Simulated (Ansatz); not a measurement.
# SiEtH3 (C₂H₈Si): the relaxed shape and its frontier levels

Aim: characterise SiEtH3 (C₂H₈Si) as a singlet: its structure, frontier levels and distribution of charge.

Computed with Ansatz 0.2.0, Gaussian basis. Level: RKS PBE0-D4/def2-TZVP.

Plan: relaxation at r2SCAN-D4/def2-TZVP; a search for the lowest solution at PBE0-D4/def2-SVP; a single point at PBE0-D4/def2-TZVP.

1 further run of the same task is left out (it didn't finish).

**1. The system as given**

11 atoms, charge 0, spin multiplicity 1.

Atoms are counted from 1 here; the program's logs count them from 0.

Bond lengths: Si1–C2 1.902 Å, Si1–H9 1.465 Å, Si1–H10 1.466 Å, Si1–H11 1.465 Å, C2–C3 1.525 Å, C2–H4 1.092 Å, C2–H5 1.092 Å, C3–H6 1.090 Å, C3–H7 1.088 Å, C3–H8 1.088 Å. Angles: C2–Si1–H9 109.6°, C2–Si1–H10 109.5°, C2–Si1–H11 109.2°, H9–Si1–H10 109.3°, H9–Si1–H11 109.7°, H10–Si1–H11 109.6°, Si1–C2–C3 113.0°, Si1–C2–H4 109.8°, Si1–C2–H5 109.6°, C3–C2–H4 108.9°, C3–C2–H5 109.0°, H4–C2–H5 106.3°, C2–C3–H6 111.0°, C2–C3–H7 110.7°, C2–C3–H8 110.7°, H6–C3–H7 108.1°, H6–C3–H8 108.1°, H7–C3–H8 108.1°.

As a file:

```mol
C2H8Si
  3D, bonds by distance, orders not assigned

 11 10  0  0  0  0  0  0  0  0999 V2000
   -0.3054   -0.4176   -1.3990 Si  0  0
   -0.2875   -0.4169    0.5029 C   0  0
    0.5243    0.7328    1.0904 C   0  0
    0.1192   -1.3613    0.8696 H   0  0
   -1.3107   -0.3578    0.8797 H   0  0
    0.5056    0.7080    2.1798 H   0  0
    1.5620    0.6736    0.7686 H   0  0
    0.1240    1.6914    0.7666 H   0  0
    1.0699   -0.4485   -1.9031 H   0  0
   -0.9707    0.7953   -1.8832 H   0  0
   -1.0306   -1.5991   -1.8725 H   0  0
  1  2  8  0
  1  9  8  0
  1 10  8  0
  1 11  8  0
  2  3  8  0
  2  4  8  0
  2  5  8  0
  3  6  8  0
  3  7  8  0
  3  8  8  0
M  END
```

The start is a GFN2-xTB geometry.

**2. Optimising with r2SCAN-D4/def2-TZVP**

The input, in.yaml:

```yaml
crystal:
  periodic: [false, false, false]
  atoms:
    - {symbol: Si, position_ang: [-0.305440, -0.417630, -1.398980]}
    - {symbol: C, position_ang: [-0.287510, -0.416870, 0.502940]}
    - {symbol: C, position_ang: [0.524350, 0.732830, 1.090360]}
    - {symbol: H, position_ang: [0.119170, -1.361270, 0.869600]}
    - {symbol: H, position_ang: [-1.310740, -0.357840, 0.879710]}
    - {symbol: H, position_ang: [0.505600, 0.708020, 2.179840]}
    - {symbol: H, position_ang: [1.562010, 0.673650, 0.768570]}
    - {symbol: H, position_ang: [0.123950, 1.691430, 0.766640]}
    - {symbol: H, position_ang: [1.069910, -0.448540, -1.903060]}
    - {symbol: H, position_ang: [-0.970690, 0.795280, -1.883150]}
    - {symbol: H, position_ang: [-1.030600, -1.599060, -1.872470]}
basis:
  gaussian: {orbitals: def2-TZVP}
hamiltonian: {xc: r2scan, dispersion: d4}
scf: {lower_state_search: "off"}
output: {orbitals: {seedname: orbitals}}
relax: {f_tol: 0.02, max_steps: 100}
```

On the command line:

```sh
> ansatz run in.yaml --threads 4 --pin off --events-out ev --progress --plain --max-ram 3916MiB
```

The runs that follow: Searching for the lowest solution, PBE0-D4/def2-SVP; Single point, PBE0-D4/def2-TZVP.

Q: Predict the results of all the runs planned. Wanted: point group; commonest bond, hydrogen aside; HOMO, LUMO at PBE0-D4/def2-TZVP; dipole at r2SCAN-D4/def2-TZVP.

The runs gave:

```
                       quantity                           value
                    point group                              C1
 commonest bond, hydrogen aside  C–Si, 1 of mean length 1.877 Å
HOMO, LUMO at PBE0-D4/def2-TZVP                  -8.53, 0.71 eV
  dipole at r2SCAN-D4/def2-TZVP                          0.94 D
```

In words: The molecule keeps its bonding pattern by the stored test; the atoms moved 0.02 Å (rms). No usable vibrations, so a minimum isn't proven. The HOMO lies nearest to C2 31 %; Si1 19 % and the LUMO to 4 H atoms about 14 % each; H5 12 %. The point group is read from a loosely relaxed geometry; soft torsions can leave it below the true symmetry.
